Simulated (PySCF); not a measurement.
# C6H8: the cost of one run

Computed with PySCF 2.14.0 and routines of our own; the level stands in each step. Atoms count from 0.

### Step 1. The system as given

14 atoms, charge 0, multiplicity 1; geometry from: GFN2-xTB.

### Step 2. Geometry optimisation at PBE0-D3(BJ)/def2-SVP

What the job is given:

```
{"job": {"xc": "PBE0", "basis": "def2-SVP", "d3": "d3bj", "grid": 1, "kind": "geom"}, "charge": 0, "multiplicity": 1}
C      1.372369    -1.025049    -1.121435
C      0.592566    -0.180012    -0.467262
C      0.553183     1.324503    -0.340021
C     -0.670969     1.172423     0.588576
C     -0.567780    -0.324103     0.413418
C     -1.260483    -1.350803     0.878566
H      1.216877    -2.089299    -1.070172
H      2.192623    -0.682958    -1.730360
H      1.433850     1.759007     0.130996
H      0.358665     1.849290    -1.274385
H     -0.516755     1.516367     1.610292
H     -1.593174     1.607877     0.206645
H     -2.104735    -1.213044     1.533695
H     -1.006912    -2.364672     0.619280
```

Run with:

```console
$ OMP_NUM_THREADS=1 python excited_run.py task.json out
```

This one command runs all jobs of the session in turn.

**Question.** How long does this first job take on 1 thread of Arm Neoverse N1, shared host, and how much memory does it need?

About 18 s, with a peak of 0.52 GiB.
